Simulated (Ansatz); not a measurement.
**How basis sets differ on PH3 (phosphine)**

PH3 has 4 atoms, charge 0, and is taken as a singlet. SMILES: `P`. The coordinates come from a PBE0-D4/def2-TZVP relaxation.

Quantity: the vertical energy of the triplet above the singlet, in eV. The values are calculated.

```tsv
level	kind	program	value (eV)	CPU time (all runs)
HSE06/3-21G	range-separated hybrid	Ansatz	6.52	11 s
HSE06/6-31G	range-separated hybrid	Ansatz	6.47	22 s
HSE06/cc-pVDZ-DK (sfX2C)	range-separated hybrid	Ansatz	6.13	5.4 s
HSE06/cc-pVTZ-DK (sfX2C)	range-separated hybrid	Ansatz	5.91	7.8 s
HSE06/aug-cc-pVTZ	range-separated hybrid	Ansatz	5.79	45 s
HSE06/cc-pVQZ-DK (sfX2C)	range-separated hybrid	Ansatz	5.81	17 s
```

The values span 5.79 to 6.52 eV. A triplet this far above the singlet is often a Rydberg-like or dissociative state; sets without diffuse functions put Rydberg states too high. Without the sets that lack polarisation functions the rows with a basis span only 5.79 to 6.13 eV. Times are those of the runs behind each value, whatever else they computed, on shared processors of several kinds: orders of magnitude only.
